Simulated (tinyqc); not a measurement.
Worked calculation: CCSD on RHF in the sto-3g basis, frozen core, for BH2+, spin multiplicity 1. Computed by tinyqc, a small Python program that keeps every step (integrals from PySCF). Settings: charge = 1, multiplicity = 1, basis = sto-3g, method = RHF, frozen orbitals = 1, energy threshold = 1e-10, iteration cap = 69, orthogonalisation = symmetric, start = Wolfsberg-Helmholz matrix, DIIS depth = 6, amplitude equations = CCSD, DIIS depth for amplitudes = 0, cap on updates = 53. Command: `OMP_NUM_THREADS=1 python tinyqc.py 23323 23324 out.jsonl` (the two numbers bound the seeds that draw the settings). One thread of a shared host (Intel(R) Xeon(R) Processor @ 2.60GHz), about 0.3 s of CPU time with the checks. The early iterations of the SCF are left out here.

## One-electron integrals

Geometry (angstrom):
```
atom       x        y       z
B     0.0000   0.0000  0.0000
H     0.0000   1.0960  0.4650
H     0.0000  -1.0960  0.4650
```

Basis sto-3g: exponents (1/bohr^2) and contraction coefficients of normalised primitives:
```
element  l (shell)  exponent  coefficient
B            s (1)   48.7911       0.1543
B            s (1)    8.8874       0.5353
B            s (1)    2.4053       0.4446
B            s (2)    2.2370      -0.1000
B            s (2)    0.5198       0.3995
B            s (2)    0.1691       0.7001
B            p (3)    2.2370       0.1559
B            p (3)    0.5198       0.6077
B            p (3)    0.1691       0.3920
H            s (1)    3.4253       0.1543
H            s (1)    0.6239       0.5353
H            s (1)    0.1689       0.4446
```

Overlap, kinetic and nuclear-attraction integrals over the contracted functions; the nuclear repulsion is the sum of Za Zb / Rab.

nuclear repulsion = 4.686176 hartree

overlap S:
```
         1B 1s   1B 2s  1B 2px   1B 2py  1B 2pz   2H 1s    3H 1s
1B 1s   1.0000  0.2693  0.0000   0.0000  0.0000  0.0664   0.0664
1B 2s   0.2693  1.0000  0.0000   0.0000  0.0000  0.4756   0.4756
1B 2px  0.0000  0.0000  1.0000   0.0000  0.0000  0.0000   0.0000
1B 2py  0.0000  0.0000  0.0000   1.0000  0.0000  0.4492  -0.4492
1B 2pz  0.0000  0.0000  0.0000   0.0000  1.0000  0.1906   0.1906
2H 1s   0.0664  0.4756  0.0000   0.4492  0.1906  1.0000   0.0863
3H 1s   0.0664  0.4756  0.0000  -0.4492  0.1906  0.0863   1.0000
```

kinetic energy T (hartree):
```
          1B 1s    1B 2s  1B 2px   1B 2py  1B 2pz    2H 1s    3H 1s
1B 1s   10.8263  -0.0480  0.0000   0.0000  0.0000  -0.0142  -0.0142
1B 2s   -0.0480   0.3592  0.0000   0.0000  0.0000   0.0883   0.0883
1B 2px   0.0000   0.0000  1.1239   0.0000  0.0000   0.0000   0.0000
1B 2py   0.0000   0.0000  0.0000   1.1239  0.0000   0.2114  -0.2114
1B 2pz   0.0000   0.0000  0.0000   0.0000  1.1239   0.0897   0.0897
2H 1s   -0.0142   0.0883  0.0000   0.2114  0.0897   0.7600  -0.0114
3H 1s   -0.0142   0.0883  0.0000  -0.2114  0.0897  -0.0114   0.7600
```

nuclear attraction V (hartree):
```
           1B 1s    1B 2s   1B 2px   1B 2py   1B 2pz    2H 1s    3H 1s
1B 1s   -24.0363  -3.3788   0.0000   0.0000  -0.0145  -0.8403  -0.8403
1B 2s    -3.3788  -4.6291   0.0000   0.0000  -0.1262  -1.9514  -1.9514
1B 2px    0.0000   0.0000  -4.5181   0.0000   0.0000   0.0000   0.0000
1B 2py    0.0000   0.0000   0.0000  -4.7237   0.0000  -1.7456   1.7456
1B 2pz   -0.0145  -0.1262   0.0000   0.0000  -4.5551  -0.7639  -0.7639
2H 1s    -0.8403  -1.9514   0.0000  -1.7456  -0.7639  -3.6582  -0.3553
3H 1s    -0.8403  -1.9514   0.0000   1.7456  -0.7639  -0.3553  -3.6582
```

core Hamiltonian H = T + V (hartree):
```
           1B 1s    1B 2s   1B 2px   1B 2py   1B 2pz    2H 1s    3H 1s
1B 1s   -13.2100  -3.4267   0.0000   0.0000  -0.0145  -0.8546  -0.8546
1B 2s    -3.4267  -4.2700   0.0000   0.0000  -0.1262  -1.8631  -1.8631
1B 2px    0.0000   0.0000  -3.3942   0.0000   0.0000   0.0000   0.0000
1B 2py    0.0000   0.0000   0.0000  -3.5998   0.0000  -1.5343   1.5343
1B 2pz   -0.0145  -0.1262   0.0000   0.0000  -3.4312  -0.6742  -0.6742
2H 1s    -0.8546  -1.8631   0.0000  -1.5343  -0.6742  -2.8982  -0.3667
3H 1s    -0.8546  -1.8631   0.0000   1.5343  -0.6742  -0.3667  -2.8982
```

## Two-electron integrals

Functions are numbered as in S; the eight-fold symmetry (ij|kl) = (ji|kl) = (kl|ij) leaves the list below.

Two-electron integrals (ij|kl) in chemists' order, unique and non-zero (hartree):
```
(11|11) 2.9235      (21|11) 0.5184      (21|21) 0.1093      (22|11) 0.7442
(22|21) 0.1932      (22|22) 0.5448      (31|31) 0.0203      (32|31) 0.0300
(32|32) 0.1203      (33|11) 0.7425      (33|21) 0.1932      (33|22) 0.5447
(33|33) 0.5868      (41|41) 0.0203      (42|41) 0.0300      (42|42) 0.1203
(43|43) 0.0316      (44|11) 0.7425      (44|21) 0.1932      (44|22) 0.5447
(44|33) 0.5235      (44|44) 0.5868      (51|51) 0.0203      (52|51) 0.0300
(52|52) 0.1203      (53|53) 0.0316      (54|54) 0.0316      (55|11) 0.7425
(55|21) 0.1932      (55|22) 0.5447      (55|33) 0.5235      (55|44) 0.5235
(55|55) 0.5868      (61|11) 0.1276      (61|21) 0.0268      (61|22) 0.0475
(61|33) 0.0473      (61|41) 0.0018      (61|42) 0.0033      (61|44) 0.0479
(61|51) 0.0008      (61|52) 0.0014      (61|54) 2.63e-04    (61|55) 0.0474
(61|61) 0.0068      (62|11) 0.2856      (62|21) 0.0752      (62|22) 0.2305
(62|33) 0.2241      (62|41) 0.0076      (62|42) 0.0449      (62|44) 0.2402
(62|51) 0.0032      (62|52) 0.0191      (62|54) 0.0068      (62|55) 0.2270
(62|61) 0.0197      (62|62) 0.1303      (63|31) 0.0078      (63|32) 0.0358
(63|43) 0.0086      (63|53) 0.0036      (63|63) 0.0151      (64|11) 0.2386
(64|21) 0.0637      (64|22) 0.2061      (64|33) 0.1950      (64|41) 0.0135
(64|42) 0.0727      (64|44) 0.2255      (64|51) 0.0024      (64|52) 0.0157
(64|54) 0.0093      (64|55) 0.1974      (64|61) 0.0175      (64|62) 0.1367
(64|64) 0.1556      (65|11) 0.1012      (65|21) 0.0270      (65|22) 0.0874
(65|33) 0.0828      (65|41) 0.0024      (65|42) 0.0157      (65|44) 0.0884
(65|51) 0.0088      (65|52) 0.0424      (65|54) 0.0110      (65|55) 0.0910
(65|61) 0.0074      (65|62) 0.0580      (65|64) 0.0596      (65|65) 0.0404
(66|11) 0.4374      (66|21) 0.1173      (66|22) 0.4050      (66|33) 0.3806
(66|41) 0.0152      (66|42) 0.1162      (66|44) 0.4421      (66|51) 0.0064
(66|52) 0.0493      (66|54) 0.0261      (66|55) 0.3917      (66|61) 0.0314
(66|62) 0.2858      (66|64) 0.3270      (66|65) 0.1387      (66|66) 0.7746
(71|11) 0.1276      (71|21) 0.0268      (71|22) 0.0475      (71|33) 0.0473
(71|41) -0.0018     (71|42) -0.0033     (71|44) 0.0479      (71|51) 0.0008
(71|52) 0.0014      (71|54) -2.63e-04   (71|55) 0.0474      (71|61) 0.0064
(71|62) 0.0178      (71|64) 0.0143      (71|65) 0.0067      (71|66) 0.0275
(71|71) 0.0068      (72|11) 0.2856      (72|21) 0.0752      (72|22) 0.2305
(72|33) 0.2241      (72|41) -0.0076     (72|42) -0.0449     (72|44) 0.2402
(72|51) 0.0032      (72|52) 0.0191      (72|54) -0.0068     (72|55) 0.2270
(72|61) 0.0178      (72|62) 0.0856      (72|64) 0.0664      (72|65) 0.0371
(72|66) 0.1433      (72|71) 0.0197      (72|72) 0.1303      (73|31) 0.0078
(73|32) 0.0358      (73|43) -0.0086     (73|53) 0.0036      (73|63) 0.0090
(73|73) 0.0151      (74|11) -0.2386     (74|21) -0.0637     (74|22) -0.2061
(74|33) -0.1950     (74|41) 0.0135      (74|42) 0.0727      (74|44) -0.2255
(74|51) -0.0024     (74|52) -0.0157     (74|54) 0.0093      (74|55) -0.1974
(74|61) -0.0143     (74|62) -0.0664     (74|64) -0.0441     (74|65) -0.0283
(74|66) -0.1051     (74|71) -0.0175     (74|72) -0.1367     (74|74) 0.1556
(75|11) 0.1012      (75|21) 0.0270      (75|22) 0.0874      (75|33) 0.0828
(75|41) -0.0024     (75|42) -0.0157     (75|44) 0.0884      (75|51) 0.0088
(75|52) 0.0424      (75|54) -0.0110     (75|55) 0.0910      (75|61) 0.0067
(75|62) 0.0371      (75|64) 0.0283      (75|65) 0.0247      (75|66) 0.0651
(75|71) 0.0074      (75|72) 0.0580      (75|74) -0.0596     (75|75) 0.0404
(76|11) 0.0527      (76|21) 0.0138      (76|22) 0.0421      (76|33) 0.0410
(76|44) 0.0427      (76|51) 0.0010      (76|52) 0.0060      (76|55) 0.0424
(76|61) 0.0035      (76|62) 0.0197      (76|64) 0.0181      (76|65) 0.0096
(76|66) 0.0384      (76|71) 0.0035      (76|72) 0.0197      (76|74) -0.0181
(76|75) 0.0096      (76|76) 0.0037      (77|11) 0.4374      (77|21) 0.1173
(77|22) 0.4050      (77|33) 0.3806      (77|41) -0.0152     (77|42) -0.1162
(77|44) 0.4421      (77|51) 0.0064      (77|52) 0.0493      (77|54) -0.0261
(77|55) 0.3917      (77|61) 0.0275      (77|62) 0.1433      (77|64) 0.1051
(77|65) 0.0651      (77|66) 0.2410      (77|71) 0.0314      (77|72) 0.2858
(77|74) -0.3270     (77|75) 0.1387      (77|76) 0.0384      (77|77) 0.7746
```

## Orthogonalisation

S = U s U^T; symmetric (Loewdin) form X = U s^(-1/2) U^T, so that X^T S X = 1.

eigenvalues of S: 0.2961  0.3201  0.8779  1.0000  1.0731  1.5936  1.8393

X:
```
          1B 1s    1B 2s  1B 2px   1B 2py   1B 2pz    2H 1s    3H 1s
1B 1s    1.0318  -0.1672  0.0000   0.0000  -0.0101   0.0270   0.0270
1B 2s   -0.1672   1.2971  0.0000   0.0000   0.1049  -0.3446  -0.3446
1B 2px   0.0000   0.0000  1.0000   0.0000   0.0000   0.0000   0.0000
1B 2py   0.0000   0.0000  0.0000   1.2468   0.0000  -0.3440   0.3440
1B 2pz  -0.0101   0.1049  0.0000   0.0000   1.0410  -0.1352  -0.1352
2H 1s    0.0270  -0.3446  0.0000  -0.3440  -0.1352   1.2754  -0.0374
3H 1s    0.0270  -0.3446  0.0000   0.3440  -0.1352  -0.0374   1.2754
```

## Iteration 7 (converged): orbitals

converged F (hartree):
```
          1B 1s    1B 2s   1B 2px   1B 2py   1B 2pz    2H 1s    3H 1s
1B 1s   -7.9485  -2.3090   0.0000   0.0000   0.0080  -0.5811  -0.5811
1B 2s   -2.3090  -1.4647   0.0000   0.0000  -0.1103  -0.7564  -0.7564
1B 2px   0.0000   0.0000  -0.1797   0.0000   0.0000   0.0000   0.0000
1B 2py   0.0000   0.0000   0.0000  -0.6851   0.0000  -0.5357   0.5357
1B 2pz   0.0080  -0.1103   0.0000   0.0000  -0.2279  -0.1938  -0.1938
2H 1s   -0.5811  -0.7564   0.0000  -0.5357  -0.1938  -0.7331  -0.1583
3H 1s   -0.5811  -0.7564   0.0000   0.5357  -0.1938  -0.1583  -0.7331
```

Diagonalise F' = X^T F X, C = X C', fill 3 alpha and 3 beta electrons from the bottom; D = 2 C_occ C_occ^T. Each column has its largest component positive (the first on a tie).

F' = X^T F X (hartree):
```
         1        2        3        4        5        6        7
1  -7.7596  -1.1688   0.0000   0.0000   0.0043  -0.0770  -0.0770
2  -1.1688  -0.6829   0.0000   0.0000   0.0328  -0.4226  -0.4226
3   0.0000   0.0000  -0.1797   0.0000   0.0000   0.0000   0.0000
4   0.0000   0.0000   0.0000  -0.2820   0.0000  -0.4501   0.4501
5   0.0043   0.0328   0.0000   0.0000  -0.1670  -0.1508  -0.1508
6  -0.0770  -0.4226   0.0000  -0.4501  -0.1508  -0.2555  -0.0704
7  -0.0770  -0.4226   0.0000   0.4501  -0.1508  -0.0704  -0.2555
```

orbital energies (hartree): MO1 -7.9530, MO2 -1.0032, MO3 -0.8720, MO4 -0.2320, MO5 -0.1797, MO6 0.2529, MO7 0.4049

coefficients C:
```
            MO1      MO2      MO3      MO4     MO5      MO6      MO7
1B 1s    0.9922  -0.2374   0.0000   0.1165  0.0000  -0.1997   0.0000
1B 2s    0.0306   0.6543   0.0000  -0.4968  0.0000   1.1327   0.0000
1B 2px   0.0000   0.0000   0.0000   0.0000  1.0000   0.0000   0.0000
1B 2py   0.0000   0.0000   0.5837   0.0000  0.0000   0.0000   1.2043
1B 2pz   0.0013   0.0975   0.0000   0.8584  0.0000   0.6204   0.0000
2H 1s   -0.0054   0.3067   0.3787   0.1982  0.0000  -0.8779  -0.9147
3H 1s   -0.0054   0.3067  -0.3787   0.1982  0.0000  -0.8779   0.9147
```

D after iteration 7:
```
          1B 1s    1B 2s  1B 2px   1B 2py   1B 2pz    2H 1s    3H 1s
1B 1s    2.0815  -0.2500  0.0000   0.0000  -0.0438  -0.1563  -0.1563
1B 2s   -0.2500   0.8581  0.0000   0.0000   0.1277   0.4011   0.4011
1B 2px   0.0000   0.0000  0.0000   0.0000   0.0000   0.0000   0.0000
1B 2py   0.0000   0.0000  0.0000   0.6814   0.0000   0.4421  -0.4421
1B 2pz  -0.0438   0.1277  0.0000   0.0000   0.0190   0.0598   0.0598
2H 1s   -0.1563   0.4011  0.0000   0.4421   0.0598   0.4751  -0.0986
3H 1s   -0.1563   0.4011  0.0000  -0.4421   0.0598  -0.0986   0.4751
```

## Convergence

Stop when the energy changes by less than 1e-10 hartree and every element of the error matrix X^T (F D S - S D F) X is below 3e-06.

Course of the cycle:
```
iteration  E (hartree)     change  largest element of the error matrix
1           -25.106369          -                             2.74e-01
2           -25.141456  -3.51e-02                             3.65e-02
3           -25.145486  -4.03e-03                             1.09e-02
4           -25.145850  -3.64e-04                             2.40e-04
5           -25.145850  -6.59e-08                             2.41e-05
6           -25.145850  -1.26e-09                             4.01e-06
7           -25.145850  -3.85e-11                             4.83e-08
```

PySCF RHF in the same basis = -25.145850 hartree

Converged in 7 iterations.

## Integrals over molecular orbitals

(pq|rs) = sum C_ip C_jq C_kr C_ls (ij|kl), one index at a time.

one-electron integrals over orbitals h = C^T H C (hartree):
```
          1        2        3        4        5        6        7
1  -13.1966   0.2909   0.0000  -0.1587   0.0000   0.2100   0.0000
2    0.2909  -3.4980   0.0000   0.0646   0.0000  -0.4806   0.0000
3    0.0000   0.0000  -3.3092   0.0000   0.0000   0.0000  -0.5379
4   -0.1587   0.0646   0.0000  -3.3208   0.0000  -0.2246   0.0000
5    0.0000   0.0000   0.0000   0.0000  -3.3942   0.0000   0.0000
6    0.2100  -0.4806   0.0000  -0.2246   0.0000  -2.7016   0.0000
7    0.0000   0.0000  -0.5379   0.0000   0.0000   0.0000  -2.6964
```

Two-electron integrals over orbitals (pq|rs), unique and non-zero (hartree); the lowest 1 orbital is frozen and left out:
```
(22|22) 0.4787      (32|32) 0.1478      (33|22) 0.4750      (33|33) 0.4963
(42|22) 0.0234      (42|33) 0.0165      (42|42) 0.0694      (43|32) 0.0190
(43|43) 0.0280      (44|22) 0.4507      (44|33) 0.4384      (44|42) -0.0665
(44|44) 0.5900      (52|52) 0.0750      (53|53) 0.0201      (54|52) -0.0280
(54|54) 0.0408      (55|22) 0.4754      (55|33) 0.4482      (55|42) -0.0294
(55|44) 0.5135      (55|55) 0.5868      (62|22) 0.0419      (62|33) 0.0062
(62|42) -0.0012     (62|44) 0.0638      (62|55) 0.0957      (62|62) 0.0869
(63|32) -0.0725     (63|43) -0.0212     (63|63) 0.0778      (64|22) 0.0233
(64|33) 0.0042      (64|42) 0.0125      (64|44) 0.0278      (64|55) 0.0313
(64|62) 0.0443      (64|64) 0.0309      (65|52) 0.0540      (65|54) -0.0124
(65|65) 0.0462      (66|22) 0.4842      (66|33) 0.4805      (66|42) 0.0563
(66|44) 0.4181      (66|55) 0.4538      (66|62) 0.0238      (66|64) 0.0221
(66|66) 0.5333      (72|32) -0.0194     (72|43) -0.0280     (72|63) 0.0513
(72|72) 0.0533      (73|22) 0.0361      (73|33) 0.0248      (73|42) -0.0472
(73|44) 0.1029      (73|55) 0.1024      (73|62) 0.0701      (73|64) 0.0278
(73|66) -0.0090     (73|73) 0.1053      (74|32) -0.0644     (74|43) 0.0090
(74|63) 0.0356      (74|72) 0.0027      (74|74) 0.0494      (75|53) 0.0167
(75|75) 0.0183      (76|32) 0.1224      (76|43) 0.0300      (76|63) -0.0847
(76|72) -0.0449     (76|74) -0.0524     (76|76) 0.1296      (77|22) 0.4758
(77|33) 0.4968      (77|42) -0.0006     (77|44) 0.4716      (77|55) 0.4681
(77|62) 0.0069      (77|64) -8.45e-05   (77|66) 0.4905      (77|73) 0.0348
(77|77) 0.5280
```

## CCSD: starting amplitudes

t_ij^ab = <ij||ab> / (e_i + e_j - e_a - e_b), whose energy is MP2.

Starting amplitudes (spin orbitals 1a, 1b, ...; amplitudes related by a flip of all spins are not repeated):
```
from      to        t
2a 2b  5a 5b  -0.0456
2a 2b  4a 4b  -0.0450
3a 3b  7a 7b  -0.0412
2a 2b  6a 6b  -0.0346
3a 3b  6a 6b  -0.0346
2a 3b  6a 7b  -0.0277
2a 3b  4a 7b   0.0230
3a 3b  4a 4b  -0.0219
2a 3b  6b 7a   0.0203
2a 2b  7a 7b  -0.0189
3a 3b  5a 5b  -0.0145
2a 3b  4b 7a  -0.0137
3a 3b  4a 6b   0.0120
2a 3a  4a 7a   0.0094
2a 3a  6a 7a  -0.0074
2a 2b  4a 6b   0.0006
```

correlation energy = -0.028544 hartree

## CCSD: amplitude update 1

t_i^a D_i^a and t_ij^ab D_ij^ab are set to the remaining terms of the spin-orbital equations, evaluated with the old amplitudes; for the doubles these are <ij||ab> + 1/2 <ab||ef> t_ij^ef + 1/2 <mn||ij> t_mn^ab + P(ij)P(ab) <mb||ej> t_im^ae + terms in t^2 + terms with t1, D the orbital-energy denominators.

Amplitudes after update 1 (spin orbitals 1a, 1b, ...; amplitudes related by a flip of all spins are not repeated):
```
from      to         t
2a 2b  5a 5b   -0.0604
2a 2b  4a 4b   -0.0584
3a 3b  7a 7b   -0.0526
3a 3b  6a 6b   -0.0450
2a 2b  6a 6b   -0.0430
2a 3b  6a 7b   -0.0371
2a 3b  4a 7b    0.0309
2a 3b  6b 7a    0.0289
3a 3b  4a 4b   -0.0276
2a 2b  7a 7b   -0.0246
2a 3b  4b 7a   -0.0200
3a 3b  4a 6b    0.0197
3a 3b  5a 5b   -0.0141
2a 3a  4a 7a    0.0108
2a 3a  6a 7a   -0.0082
2a        4a   -0.0077
3a        7a   -0.0012
2a        6a    0.0006
2a 2b  4a 6b  1.51e-04
```

correlation energy = -0.037498 hartree

## CCSD: convergence

E_corr = 1/4 sum <ij||ab> t_ij^ab + 1/2 sum <ij||ab> t_i^a t_j^b; stop when the norm of the change is below 1e-8.

Course of the amplitude iterations:
```
update  correlation energy (hartree)  norm of the change
0                          -0.028544                   -
1                          -0.037498            7.64e-02
2                          -0.040490            2.97e-02
3                          -0.041573            1.37e-02
4                          -0.042004            7.05e-03
5                          -0.042190            3.83e-03
6                          -0.042278            2.13e-03
7                          -0.042322            1.20e-03
8                          -0.042345            6.78e-04
9                          -0.042357            3.85e-04
10                         -0.042364            2.19e-04
11                         -0.042368            1.24e-04
12                         -0.042370            7.08e-05
13                         -0.042371            4.04e-05
14                         -0.042372            2.30e-05
15                         -0.042372            1.31e-05
16                         -0.042372            7.50e-06
17                         -0.042373            4.28e-06
18                         -0.042373            2.44e-06
19                         -0.042373            1.40e-06
20                         -0.042373            7.97e-07
21                         -0.042373            4.56e-07
22                         -0.042373            2.60e-07
23                         -0.042373            1.49e-07
24                         -0.042373            8.50e-08
25                         -0.042373            4.86e-08
26                         -0.042373            2.78e-08
27                         -0.042373            1.59e-08
28                         -0.042373            9.07e-09
```

Converged amplitudes (spin orbitals 1a, 1b, ...; amplitudes related by a flip of all spins are not repeated):
```
from      to          t
2a 2b  5a 5b    -0.0707
2a 2b  4a 4b    -0.0686
3a 3b  7a 7b    -0.0573
3a 3b  6a 6b    -0.0511
2a 2b  6a 6b    -0.0447
2a 3b  6a 7b    -0.0412
2a 3b  4a 7b     0.0361
2a 3b  6b 7a     0.0328
3a 3b  4a 4b    -0.0308
3a 3b  4a 6b     0.0300
2a 2b  7a 7b    -0.0279
2a 3b  4b 7a    -0.0250
2a        4a    -0.0210
2a 3a  4a 7a     0.0111
2a 3a  6a 7a    -0.0084
3a 3b  5a 5b    -0.0064
3a        7a    -0.0035
2a        6a     0.0008
2a 2b  4a 6b  -3.94e-04
```

CCSD total energy = -25.188223 hartree

T1 diagnostic, norm of the one-spin t1 over sqrt(correlated electrons) = 0.0107

Converged in 28 updates.
